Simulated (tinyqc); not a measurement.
Stretching all distances: RHF, UHF, MP2, CISD and CCSD against full CI in the sto-3g basis, for H2O, spin multiplicity 1. Computed by the program tinyqc with PySCF. All coordinates are multiplied by the scale. c0^2 is the weight of the RHF determinant in the lowest singlet FCI state (UHF is spin-contaminated and may lie near states of higher spin) and n(LUMO) the first natural occupation beyond the occupied space.

Geometry (angstrom):

| atom | x | y | z |
|---|---|---|---|
| O | 0.0000 | 0.0000 | 0.0000 |
| H | 0.0000 | 0.7300 | 0.5110 |
| H | 0.0000 | -0.7300 | 0.5110 |

Full CI energy (hartree) and errors against it (kcal/mol):

| scale | distance 1-2 (angstrom) | E(FCI) | RHF | UHF | MP2 | CISD | CCSD | <S^2> UHF | c0^2 | n(LUMO) |
|---|---|---|---|---|---|---|---|---|---|---|
| 0.890 | 0.793 | -74.87149 | 19.786 | 19.786 | 4.961 | 0.150 | 0.041 | 0.000 | 0.987 | 0.013 |
| 1.320 | 1.176 | -74.98759 | 52.992 | 52.992 | 17.214 | 1.763 | 0.218 | 0.000 | 0.935 | 0.070 |
| 1.530 | 1.363 | -74.92002 | 80.996 | 69.059 | 28.079 | 5.023 | 0.473 | 0.719 | 0.871 | 0.143 |
| 1.740 | 1.550 | -74.85342 | 117.229 | 52.624 | 41.730 | 11.729 | 0.569 | 1.379 | 0.773 | 0.260 |
| 1.950 | 1.738 | -74.80227 | 160.684 | 31.190 | 56.723 | 22.509 | -0.973 | 1.696 | 0.646 | 0.415 |
| 2.170 | 1.934 | -74.76887 | 210.495 | 15.234 | 73.371 | 36.817 | -6.410 | 1.858 | 0.494 | 0.590 |

Estimate the missing row, scale = 1.1.

Computed row:
```
scale  distance 1-2 (angstrom)     E(FCI)     RHF     UHF    MP2   CISD   CCSD  <S^2> UHF   c0^2  n(LUMO)
1.100                    0.980  -75.01329  32.407  32.407  9.408  0.505  0.090      0.000  0.971    0.029
```

UHF parts from RHF first at scale 1.53 of those listed, where <S^2> leaves zero. The weight c0^2 goes from 0.99 to 0.49 and n(LUMO) from 0.01 to 0.59: static correlation grows as the bonds break into open-shell fragments. The spread of the error along the curve, which distorts its shape, is CCSD 7.0, CISD 36.7, UHF 53.8, MP2 68.4, RHF 190.7 kcal/mol. Below FCI somewhere: CCSD, as non-variational methods may be.
